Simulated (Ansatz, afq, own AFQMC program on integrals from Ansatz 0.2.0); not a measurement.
AFQMC on a folder of integrals that Ansatz 0.2.0 wrote.

```yaml
crystal:
  periodic: [false, false, false]
  atoms:
    - {symbol: Be, position_ang: [0.000000, 0.000000, 1.137000]}
    - {symbol: Be, position_ang: [0.000000, 0.000000, -1.137000]}
    - {symbol: H, position_ang: [0.000000, 0.000000, 2.484518]}
    - {symbol: H, position_ang: [0.000000, 0.000000, -2.484518]}
basis:
  gaussian: {orbitals: cc-pVDZ}
magnetization: {spin_polarized: false}
correlation: {method: ccsd_t, electrons: outside_noble_gas, hamiltonian_folder: ham}
```

```sh
$ ansatz run in.yaml --threads 1 --pin off --events-out ev --progress --plain --max-ram 1382MiB
```

Options of the walk:

```
--method phaseless --trial hf --walkers 160 --populations 1 --least-time 40 --time-step 0.005 --steps-per-block 20 --equilibration-blocks 112 --max-blocks 600 --target-error 0.00087 --factor-cut 1e-05 --seed 7436 --taylor-order 6
```

Times are imaginary, in 1/Eh. The walk had a cap of 490 s.

Log:

```
orbitals 36  electrons 3 3  factors 265 of 348
reference energy -30.37959752 Eh
CCSD correlation -0.10574944 Eh in 10 cycles, weight of the determinant in the CISD state 0.9169
energy of the start -30.379598 Eh
 block  time / (1/Eh)  mean weight  energy / Eh
     1     0.100  0.9994  -30.395432
     2     0.200  1.0008  -30.408716
     3     0.300  1.0000  -30.418684
     4     0.400  1.0006  -30.428371
     5     0.500  1.0000  -30.436148
     8     0.800  1.0015  -30.450579
    18     1.800  1.0003  -30.469735
    52     5.200  0.9993  -30.474793
    69     6.900  1.0001  -30.486915
   120    12.000  1.0002  -30.478332
   171    17.100  1.0005  -30.482552
   222    22.200  1.0006  -30.486845
   273    27.300  1.0008  -30.485202
   324    32.400  1.0010  -30.489580
   375    37.500  0.9998  -30.490246
   426    42.600  0.9997  -30.536657
   477    47.700  0.9997  -30.489522
   528    52.800  1.0013  -30.493481
   579    57.900  1.0002  -30.488342
   630    63.000  1.0005  -30.489397
   681    68.100  0.9996  -30.485596
   698    69.800  0.9991  -30.478293
blocks merged  error / Eh  count
     1  0.000408  600
     2  0.000554  300
     4  0.000753  150
     8  0.000960  75
    16  0.001252  37
    32  0.001595  18
    64  0.002062  9
energy -30.491254 +/- 0.001595 Eh
(rows thinned)
```

The run failed at least one of its tests; the cautions name the faults. The second half of the sampling lies below the first by 1.9 errors of their difference, so the energy may still be moving and its error bar be too small.

Against this walk (error 43.4 meV) on the same determinant: CCSD(T) 122.9 meV higher, CCSDT(Q) 108.5 meV higher, full CI 108.0 meV higher, a separate phaseless walk with a CISD trial and standard settings 108.4 ± 43.7 meV higher. The error is statistical and leaves out the bias of the constraint.

Cautions: constraint bias not in the error; error not settled; error above the target (43.4 against 23.7 meV).

The walk took 3.1 min on 1 thread of Arm Neoverse V1 (shared host). The log's last line is the phaseless energy.

CCSDT and higher add their correlation energy to the determinant of the CCSD(T) run, since their own runs factorise the integrals more tightly (a shift of under 2 meV). A walk keeps the symmetry of its determinant, which the program's search chose and which needn't be the lowest solution, so a lower state of the same spin and another symmetry isn't excluded.
